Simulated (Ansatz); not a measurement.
Reaction (atomization): `FCOCCCl` → 3 C• + Cl• + F• + 6 H• + O•

Program: Ansatz. Geometries: PBE0-D4/def2-TZVP. ΔE: electronic, gas phase. CCSD(T)/CBS adds triple-zeta CCSD(T) − MP2 to the extrapolated MP2 energy (def2 sets, frozen cores). This one scheme is used for every species, atoms too. Functionals use def2-TZVPP. Open shells (•) are unrestricted, without spin–orbit coupling. Spin–orbit coupling would lower the free atoms: a little for C, Cl, F, O. Each species was taken in one conformer, which may not be the lowest.

```
             level  ΔE (kcal/mol)
            PBE-D4         1121.3
         revPBE-D4         1089.6
            B97M-V         1089.4
              PBE0         1091.7
           r2SCANh         1083.7
         CAM-B3LYP         1089.6
     HF/def2-TZVPP          779.6
SCS-MP2/def2-QZVPP         1092.5
```

Q: What does CCSD(T)/CBS give? (An estimate is asked.)

A: Computed: +1089.5 kcal/mol. The listed levels differ from it by 31.8, 0.1, -0.1, 2.2, -5.8, 0.1, -309.9, 3.0 kcal/mol.

Largest T1 diagnostic among the species: 0.011.

From r2SCAN to r2SCAN0 (25 % exact exchange), in def2-TZVPP and without D4, ΔE moves by −20.2 kcal/mol: exact exchange takes away binding that semilocal exchange gives to molecules. At CCSD(T), def2-SVP lies −54.0 kcal/mol from the extrapolated value and def2-TZVPP −28.1 kcal/mol: correlation converges slowly with the basis, and small sets miss more of it in the bonded molecule than in its fragments. In def2-TZVPP, CCSD(T) changes the Hartree–Fock value by +281.9 kcal/mol (the triples alone add +17.9 kcal/mol) and MP2 by +306.4 kcal/mol; breaking electron pairs costs correlation energy, which Hartree–Fock lacks.

For atomizations the MP2-based limit and the directly extrapolated one differ by several kJ/mol either way, and by 10 to 25 for some Ge, Se and Sn compounds, so smaller differences from it don't rank the levels.
